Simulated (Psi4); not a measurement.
**CClF2 (chlorodifluoromethyl radical) at UTPSS/6-31G(d) (spherical functions, sweep point 7)**

What is the vertical electron affinity of CClF2 (chlorodifluoromethyl radical) at UTPSS/6-31G* (spherical functions, sweep point 7)? 

The calculation is run with Psi4 1.11.

4 further runs of the same task are left out: 4 set aside as unsound or not needed.

### Step 1. Starting point

CClF2: 4 atoms, total charge 0, spin state doublet. SMILES: `F[C](F)Cl`. The coordinates come from a PBE0-D4/def2-TZVP relaxation.

Bond lengths: F1–C2 1.315 Å, C2–F3 1.315 Å, C2–Cl4 1.719 Å. Angles: F1–C2–F3 110.6°, F1–C2–Cl4 114.1°, F3–C2–Cl4 114.1°.

### Step 2. The energy at UTPSS/6-31G(d) (spherical functions, sweep point 7)

cclf2.dat

```
memory 1600 mb

molecule {
  0 2
  F      0.04951082     0.31993063     2.44643944
  C     -0.43577084    -0.35942591     0.10658055
  F      1.08281307    -2.19340511    -0.60206674
  Cl    -0.59148428     2.11876093    -1.98931469
  units bohr
  symmetry c1
}

set globals {
  reference uks
  puream true
  scf_type pk
  dft_radial_points 99
  dft_spherical_points 590
  d_convergence 1e-10
  e_convergence 1e-10
  maxiter 150
}

result, w = energy('tpss/6-31G*', return_wfn=True)
```

Started as:

```bash
$ psi4 cclf2.dat cclf2.out -n 1
```

cclf2.out:

```text
[...]
  Running in c1 symmetry.
[...]
  Nuclear repulsion =  158.060087713314061
[...]
  Multiplicity = 2
[...]
  Nalpha       = 21
  Nbeta        = 20
[...]
    Number of basis functions: 60
[...]
   @UKS iter   1:  -697.89557370816101   -1.87643e-02   4.96276e-03 ADIIS/DIIS
[...]
   @UKS iter  17:  -697.92899318931575    2.27374e-13   4.04031e-11 DIIS
[...]
   @S^2 Observed:                7.517551133E-01
[...]
    Orbital Energies [Eh]
    ---------------------
    Alpha Occupied:
       1A   -101.013558     2A    -24.477879     3A    -24.477859
       4A    -10.210406     5A     -9.269185     6A     -7.050600
       7A     -7.039314     8A     -7.038251     9A     -1.230232
      10A     -1.169460    11A     -0.832492    12A     -0.625900
      13A     -0.536718    14A     -0.506860    15A     -0.493773
      16A     -0.404995    17A     -0.391693    18A     -0.382399
      19A     -0.323526    20A     -0.309250    21A     -0.201043
    Alpha Virtual:
      22A      0.000981    23A      0.119317    24A      0.139410
      25A      0.335868    26A      0.384510    27A      0.415575
[...]
  @UKS Final Energy:  -697.92899318931575
   => Energetics <=
    Nuclear Repulsion Energy =            158.0600877133140614
    One-Electron Energy =               -1279.0715860002155750
    Two-Electron Energy =                 477.7438427335708866
    DFT Exchange-Correlation Energy =     -54.6613376359851415
    Empirical Dispersion Energy =           0.0000000000000000
    VV10 Nonlocal Energy =                  0.0000000000000000
    Total Energy =                       -697.9289931893157473
[...]
 Multipole Moments:
 ------------------------------------------------------------------------------------
     Multipole            Electronic (a.u.)      Nuclear  (a.u.)        Total (a.u.)
 ------------------------------------------------------------------------------------
 L = 1.  Multiply by 2.5417464519 to convert [e a0] to [Debye]
 Dipole X            :          0.3545599           -0.3555241           -0.0009642
 Dipole Y            :         -0.5274745            0.5054493           -0.0220252
 Dipole Z            :          0.5550137           -0.5372316            0.0177821
 Magnitude           :                                                    0.0283238
[...]
```

It took 47 s on 1 thread of Intel Xeon Platinum 8259CL at 2.50GHz (Skylake/Cascade Lake), shared host; peak memory 1.1 GiB.

### Step 3. The singlet anion

cclf2.in

```
memory 1.6 GB

molecule system {
  -1 1
  F      0.04951082     0.31993063     2.44643944
  C     -0.43577084    -0.35942591     0.10658055
  F      1.08281307    -2.19340511    -0.60206674
  Cl    -0.59148428     2.11876093    -1.98931469
  units au
  symmetry c1
}

set basis 6-31G*
set puream true
set scf_type pk
set dft_radial_points 99
set dft_spherical_points 590
set d_convergence 1e-10
set e_convergence 1e-10

energy_value = energy("tpss")
```

Started as:

```bash
$ psi4 cclf2.in cclf2.out -n 1
```

cclf2.out:

```text
[...]
  Running in c1 symmetry.
[...]
  Nuclear repulsion =  158.060087713314061
[...]
  Multiplicity = 1
[...]
  Nalpha       = 21
  Nbeta        = 21
[...]
    Number of basis functions: 60
[...]
   @RKS iter   1:  -697.77176945610245    1.05040e-01   8.59942e-03 ADIIS/DIIS
[...]
   @RKS iter  14:  -697.89516697605291    2.27374e-13   8.17848e-11 DIIS
[...]
    Orbital Energies [Eh]
    ---------------------
    Doubly Occupied:
       1A   -100.736927     2A    -24.169722     3A    -24.169702
       4A     -9.814094     5A     -8.991605     6A     -6.770493
       7A     -6.762817     8A     -6.762000     9A     -0.923934
      10A     -0.866818    11A     -0.544434    12A     -0.325712
      13A     -0.235312    14A     -0.212647    15A     -0.172716
      16A     -0.111153    17A     -0.101805    18A     -0.093961
      19A     -0.053701    20A     -0.045375    21A      0.183519
[...]
  @RKS Final Energy:  -697.89516697605291
   => Energetics <=
    Nuclear Repulsion Energy =            158.0600877133140614
    One-Electron Energy =               -1291.0047394206485478
    Two-Electron Energy =                 490.1065595079807622
    DFT Exchange-Correlation Energy =     -55.0570747766991602
    Empirical Dispersion Energy =           0.0000000000000000
    VV10 Nonlocal Energy =                  0.0000000000000000
    Total Energy =                       -697.8951669760529057
[...]
 Multipole Moments:
 ------------------------------------------------------------------------------------
     Multipole            Electronic (a.u.)      Nuclear  (a.u.)        Total (a.u.)
 ------------------------------------------------------------------------------------
 L = 1.  Multiply by 2.5417464519 to convert [e a0] to [Debye]
 Dipole X            :          0.9863424           -0.3555241            0.6308183
 Dipole Y            :         -0.3318625            0.5054493            0.1735869
 Dipole Z            :          0.6078919           -0.5372316            0.0706602
 Magnitude           :                                                    0.6580707
[...]
```

It took 23 s on 1 thread of Intel Xeon Platinum 8259CL at 2.50GHz (Skylake/Cascade Lake), shared host; peak memory 1.1 GiB.

### Step 4. Summary of results

At UTPSS/6-31G* (spherical functions, sweep point 7):

```
                                                            quantity          value
                                         doublet CClF2: total energy  -697.92899 Eh
                                        doublet CClF2: dipole moment         0.07 D
                   doublet CClF2: HOMO energy (highest over α and β)       -5.47 eV
                    doublet CClF2: LUMO energy (lowest over α and β)       -2.90 eV
                                                 doublet CClF2: ⟨S²⟩          0.752
                                         singlet anion: total energy  -697.89517 Eh
                                          singlet anion: HOMO energy        4.99 eV
                                          singlet anion: LUMO energy        7.88 eV
singlet anion: HOMO–LUMO gap (to an unbound level, set by the basis)        2.89 eV
                   vertical electron affinity (to the singlet anion)      -0.920 eV
```

What this shows: The anion lies 0.92 eV (88.8 kJ/mol) above the neutral: the electron isn't bound at this level, and such a value depends on the basis. Without diffuse functions anions come out too high. The HOMO (singlet anion) lies at positive energy, 4.99 eV, as semi-local functionals often give for anions; only total energies tell whether the electron is bound.
